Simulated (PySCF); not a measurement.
# CS: excited-state relaxation, vibronic structure

What do calculations give for the excited-state relaxation, vibronic structure of CS (`[C-]#[S+]`)?

Programs: PySCF 2.14.0, with routines of our own; each step states its level. All values are computed. Atoms count from 0.

### 1 The system as given

2 atoms, charge 0, multiplicity 1; geometry from: GFN2-xTB.

### 2 Geometry optimisation at B3LYP/6-31+G*

What the job is given:

```
{"job": {"xc": "B3LYP", "basis": "6-31+G*", "grid": 1, "kind": "geom"}, "charge": 0, "multiplicity": 1}
C      0.761975    -0.003367    -0.002271
S     -0.759218     0.004635    -0.011877
```

On the command line:

```
$ OMP_NUM_THREADS=1 python excited_run.py task.json out
```

This one command runs all jobs of the session in turn.

Log:

```text
step   0  E = -436.21067258  max force = 0.025245
step   1  E = -436.21119582  max force = 0.001614
step   2  E = -436.21119796  max force = 0.000324
optimisation converged
```

Wall time 1.1 s (1 thread of Arm Neoverse V1, shared host); peak memory 0.24 GiB.

Step by step:

```tsv
step	energy from step 0 (eV)	largest force component (eV/Å)
0	0.0000	1.2982
1	-0.0142	0.0830
2	-0.0143	0.0167
```

The bond:

```tsv
bond	before (Å)	after (Å)	change (Å)
C0–S1	1.521	1.543	+0.022
```

The final coordinates are the input of the step that follows.

```tsv
at the end point	value
point group (found at 0.08 Å tolerance)	Cinfv
rotational constants (GHz, main isotopes)	24.313, 24.313
dipole moment (D)	1.75
```

### 3 Excited-state relaxation: TDDFT B3LYP/6-31+G*

What the job is given:

```
{"job": {"kind": "xopt", "state": "S1", "method": "TDDFT", "freq": true, "xc": "B3LYP", "basis": "6-31+G*", "grid": 1}, "charge": 0, "multiplicity": 1}
C      0.763981     0.000292    -0.001466
S     -0.779442     0.008487    -0.011331
```

Level: TDDFT B3LYP/6-31+G* excited-state geometry optimisation, gas phase.

Log:

```text
final grid: 11496 points
cycle   1  E = -436.2097661858  dE =  1.107e-01  |g| = 7.238e-02  |ddm| = 2.000e+00
cycle   2  E = -436.2110546517  dE = -1.288e-03  |g| = 2.283e-02  |ddm| = 4.875e-01
cycle   3  E = -436.2110914762  dE = -3.682e-05  |g| = 1.874e-02  |ddm| = 4.386e-02
cycle   4  E = -436.2111710516  dE = -7.958e-05  |g| = 9.224e-03  |ddm| = 4.185e-02
cycle   5  E = -436.2111978312  dE = -2.678e-05  |g| = 5.909e-04  |ddm| = 1.430e-02
cycle   6  E = -436.2111979546  dE = -1.234e-07  |g| = 1.177e-04  |ddm| = 1.119e-03
cycle   7  E = -436.2111979596  dE = -4.955e-09  |g| = 2.791e-05  |ddm| = 4.777e-04
cycle   8  E = -436.2111979598  dE = -2.485e-10  |g| = 1.943e-06  |ddm| = 7.293e-05
converged SCF energy = -436.2111979598

vertical S1 at the ground-state geometry: 4.9090 eV
step    E(state)/Eh    max force   excitation/eV  root
  0    -436.02969694   0.054402     4.9348      1
  1    -436.03279086   0.010771     4.8146      1
  2    -436.03291589   0.004909     4.7932      1
  3    -436.03295018   0.000237     4.7749      1
  4    -436.03295038   0.000012     4.7739      1
optimisation converged
vertical emission 4.7739 eV, adiabatic 4.8504 eV, Stokes shift 0.1351 eV, reorganisation 0.0587 (excited) and 0.0764 eV (ground)
```

Run time: 12 s. Hardware: 1 thread of Arm Neoverse V1, shared host; peak memory 0.26 GiB.

From this job:

```tsv
quantity	value
vertical absorption, S1	4.91 eV
adiabatic energy, S1	4.85 eV
vertical emission, S1	4.77 eV
Stokes shift, S1	0.14 eV
geometry moved (RMSD), S1	0.031 Å
```

Bonds of the start that changed most:

```tsv
bond	start (Å)	end (Å)
C0–S1	1.544	1.600
```

### 4 Excited-state relaxation: UKS B3LYP/6-31+G*

What the job is given:

```
{"job": {"kind": "xopt", "state": "T1", "method": "UKS", "freq": true, "xc": "B3LYP", "basis": "6-31+G*", "grid": 1}, "charge": 0, "multiplicity": 1}
C      0.763981     0.000292    -0.001466
S     -0.779442     0.008487    -0.011331
```

Level: UKS B3LYP/6-31+G* excited-state geometry optimisation, gas phase.

Log:

```text
final grid: 11496 points
cycle   1  E = -436.2097661858  dE =  1.107e-01  |g| = 7.238e-02  |ddm| = 2.000e+00
cycle   2  E = -436.2110546517  dE = -1.288e-03  |g| = 2.283e-02  |ddm| = 4.875e-01
cycle   3  E = -436.2110914762  dE = -3.682e-05  |g| = 1.874e-02  |ddm| = 4.386e-02
cycle   4  E = -436.2111710516  dE = -7.958e-05  |g| = 9.224e-03  |ddm| = 4.185e-02
cycle   5  E = -436.2111978312  dE = -2.678e-05  |g| = 5.909e-04  |ddm| = 1.430e-02
cycle   6  E = -436.2111979546  dE = -1.234e-07  |g| = 1.177e-04  |ddm| = 1.119e-03
cycle   7  E = -436.2111979596  dE = -4.955e-09  |g| = 2.791e-05  |ddm| = 4.777e-04
cycle   8  E = -436.2111979598  dE = -2.485e-10  |g| = 1.943e-06  |ddm| = 7.293e-05
converged SCF energy = -436.2111979598

vertical T1 at the ground-state geometry: 3.3846 eV
step    E(state)/Eh    max force   <S^2>
  0    -436.08580224   0.051400    2.0210
  1    -436.08831465   0.004847    2.0250
  2    -436.08833837   0.001765    2.0253
  3    -436.08834203   0.000037    2.0255
optimisation converged
vertical emission 3.2966 eV, adiabatic 3.3431 eV, Stokes shift 0.0879 eV, reorganisation 0.0415 (excited) and 0.0465 eV (ground)
zero-point change -0.0110 eV, 0-0 energy 3.3321 eV
frequencies of the excited state (cm-1): 1122
```

It took 6 s on 1 thread of Arm Neoverse V1, shared host; peak memory 0.26 GiB.

In short:

```tsv
quantity	value
vertical gap at the ground-state geometry, T1	3.38 eV
adiabatic energy, T1	3.34 eV
vertical gap at the relaxed geometry, T1	3.30 eV
difference of the two gaps, T1	0.09 eV
geometry moved (RMSD), T1	0.024 Å
```

Bonds of the start that changed most:

```tsv
bond	start (Å)	end (Å)
C0–S1	1.544	1.587
```

### 5 Excited-state relaxation: TDA B3LYP/6-31+G*

What the job is given:

```
{"job": {"kind": "xopt", "state": "T1", "method": "TDA", "xc": "B3LYP", "basis": "6-31+G*", "grid": 1}, "charge": 0, "multiplicity": 1}
C      0.763981     0.000292    -0.001466
S     -0.779442     0.008487    -0.011331
```

With the program's defaults for keys left out, this is: TDA B3LYP/6-31+G* excited-state geometry optimisation, gas phase.

Log:

```text
final grid: 11496 points
cycle   1  E = -436.2097661858  dE =  1.107e-01  |g| = 7.238e-02  |ddm| = 2.000e+00
cycle   2  E = -436.2110546517  dE = -1.288e-03  |g| = 2.283e-02  |ddm| = 4.875e-01
cycle   3  E = -436.2110914762  dE = -3.682e-05  |g| = 1.874e-02  |ddm| = 4.386e-02
cycle   4  E = -436.2111710516  dE = -7.958e-05  |g| = 9.224e-03  |ddm| = 4.185e-02
cycle   5  E = -436.2111978312  dE = -2.678e-05  |g| = 5.909e-04  |ddm| = 1.430e-02
cycle   6  E = -436.2111979546  dE = -1.234e-07  |g| = 1.177e-04  |ddm| = 1.119e-03
cycle   7  E = -436.2111979596  dE = -4.955e-09  |g| = 2.791e-05  |ddm| = 4.777e-04
cycle   8  E = -436.2111979598  dE = -2.485e-10  |g| = 1.943e-06  |ddm| = 7.293e-05
converged SCF energy = -436.2111979598

vertical T1 at the ground-state geometry: 3.3253 eV
step    E(state)/Eh    max force   excitation/eV  root
  0    -436.08812222   0.045023     3.3450      1
  1    -436.08997708   0.008157     3.2815      1
  2    -436.09004212   0.002672     3.2704      1
  3    -436.09004983   0.000077     3.2650      1
optimisation converged
vertical emission 3.2650 eV, adiabatic 3.2966 eV, Stokes shift 0.0603 eV, reorganisation 0.0287 (excited) and 0.0316 eV (ground)
```

Wall time 2.5 s (1 thread of Arm Neoverse V1, shared host); peak memory 0.28 GiB.

Key values:

```tsv
quantity	value
vertical gap at the ground-state geometry, T1	3.33 eV
adiabatic energy, T1	3.30 eV
vertical gap at the relaxed geometry, T1	3.27 eV
difference of the two gaps, T1	0.06 eV
geometry moved (RMSD), T1	0.019 Å
```

Bonds of the start that changed most:

```tsv
bond	start (Å)	end (Å)
C0–S1	1.544	1.579
```

### 6 Vibronic structure: TDDFT B3LYP/6-31+G*

What the job is given:

```
{"job": {"kind": "vib", "tda": false, "freq": true, "xc": "B3LYP", "basis": "6-31+G*", "grid": 1}, "charge": 0, "multiplicity": 1}
C      0.763981     0.000292    -0.001466
S     -0.779442     0.008487    -0.011331
```

Level: TDDFT B3LYP/6-31+G* vertical-gradient vibronic structure (displaced harmonic oscillators, Condon), gas phase.

Log:

```text
final grid: 11496 points
cycle   1  E = -436.2097661858  dE =  1.107e-01  |g| = 7.238e-02  |ddm| = 2.000e+00
cycle   2  E = -436.2110546517  dE = -1.288e-03  |g| = 2.283e-02  |ddm| = 4.875e-01
cycle   3  E = -436.2110914762  dE = -3.682e-05  |g| = 1.874e-02  |ddm| = 4.386e-02
cycle   4  E = -436.2111710516  dE = -7.958e-05  |g| = 9.224e-03  |ddm| = 4.185e-02
cycle   5  E = -436.2111978312  dE = -2.678e-05  |g| = 5.909e-04  |ddm| = 1.430e-02
cycle   6  E = -436.2111979546  dE = -1.234e-07  |g| = 1.177e-04  |ddm| = 1.119e-03
cycle   7  E = -436.2111979596  dE = -4.955e-09  |g| = 2.791e-05  |ddm| = 4.777e-04
cycle   8  E = -436.2111979598  dE = -2.485e-10  |g| = 1.943e-06  |ddm| = 7.293e-05
converged SCF energy = -436.2111979598

Singlet excitations (eV, f): 4.909 (0.0107)  4.909 (0.0107)  5.410 (0.0000)  5.724 (0.0000)  5.724 (0.0000)  8.097 (0.0069)

State S1  4.9090 eV  f = 0.01068  H->L 0.99
  relaxed dipole 0.769 D, largest gradient of the excitation energy 0.0429 Eh/bohr
  mode    cm-1        S   lambda/meV  Raman
    1   1299.3    0.2783      44.8   1.000
  reorganisation energy 0.0448 eV, total S 0.278, 0-0 4.8642 eV
  absorption maximum 4.864 eV, width 0.038 eV

State S2  4.9090 eV  f = 0.01068  H->L+1 0.99
  relaxed dipole 0.769 D, largest gradient of the excitation energy 0.0429 Eh/bohr
  mode    cm-1        S   lambda/meV  Raman
    1   1299.3    0.2783      44.8   1.000
  reorganisation energy 0.0448 eV, total S 0.278, 0-0 4.8642 eV
  absorption maximum 4.864 eV, width 0.038 eV

State T1  3.3253 eV  f = 0.00000  H->L 0.99
  relaxed dipole 0.027 D, largest gradient of the excitation energy 0.0322 Eh/bohr
  mode    cm-1        S   lambda/meV  Raman
    1   1299.3    0.1574      25.4   1.000
  reorganisation energy 0.0254 eV, total S 0.157, 0-0 3.3000 eV
  absorption maximum 3.300 eV, width 0.038 eV
```

Wall time 1 s (1 thread of Arm Neoverse V1, shared host); peak memory 0.28 GiB.

### 7 Outcome

```
                                                                                          quantity                     value
                                                                                       point group                     Cinfv
                                                              rotational constants (main isotopes)          24.31, 24.31 GHz
                                             vertical absorption, S1 (step 3, TDDFT B3LYP/6-31+G*)                   4.91 eV
                                                adiabatic energy, S1 (step 3, TDDFT B3LYP/6-31+G*)                   4.85 eV
                                               vertical emission, S1 (step 3, TDDFT B3LYP/6-31+G*)                   4.77 eV
                                                    Stokes shift, S1 (step 3, TDDFT B3LYP/6-31+G*)                   0.14 eV
                         vertical gap at the ground-state geometry, T1 (step 4, UKS B3LYP/6-31+G*)                   3.38 eV
                                                  adiabatic energy, T1 (step 4, UKS B3LYP/6-31+G*)                   3.34 eV
                              vertical gap at the relaxed geometry, T1 (step 4, UKS B3LYP/6-31+G*)                   3.30 eV
                                        difference of the two gaps, T1 (step 4, UKS B3LYP/6-31+G*)                   0.09 eV
                         vertical gap at the ground-state geometry, T1 (step 5, TDA B3LYP/6-31+G*)                   3.33 eV
                                                  adiabatic energy, T1 (step 5, TDA B3LYP/6-31+G*)                   3.30 eV
                              vertical gap at the relaxed geometry, T1 (step 5, TDA B3LYP/6-31+G*)                   3.27 eV
                                        difference of the two gaps, T1 (step 5, TDA B3LYP/6-31+G*)                   0.06 eV
S1: vertical, reorganisation, 0-0, total S (step 6, TDDFT B3LYP/6-31+G*, modes from B3LYP/6-31+G*)  4.91, 0.04, 4.86 eV; 0.3
S2: vertical, reorganisation, 0-0, total S (step 6, TDDFT B3LYP/6-31+G*, modes from B3LYP/6-31+G*)  4.91, 0.04, 4.86 eV; 0.3
  T1: vertical, reorganisation, 0-0, total S (step 6, TDA B3LYP/6-31+G*, modes from B3LYP/6-31+G*)  3.33, 0.03, 3.30 eV; 0.2
```

In words: Over 2 steps the energy fell by 0.014 eV; of the close pairs, C0–S1 changed most, 1.521 to 1.543 Å. In step 3 (excited-state relaxation), among the bonds C0–S1 changes most, from 1.544 to 1.600 Å. In step 4 (excited-state relaxation), among the bonds C0–S1 changes most, from 1.544 to 1.587 Å. In step 5 the driver flags a change of the state's leading configuration on relaxing; where it is real, start and end values belong to different states. In step 5 (excited-state relaxation), among the bonds C0–S1 changes most, from 1.544 to 1.579 Å. Some states lie very close; unless symmetry makes them partners, their order is unsure. The vibronic model keeps the ground-state modes and shifts them along the gradient alone, so it can miss much of the relaxation that a full optimisation finds. ΔSCF (UKS) and response values aren't on one footing and may follow different states, so their differences aren't method errors alone, and singlets and triplets from the two don't rank.
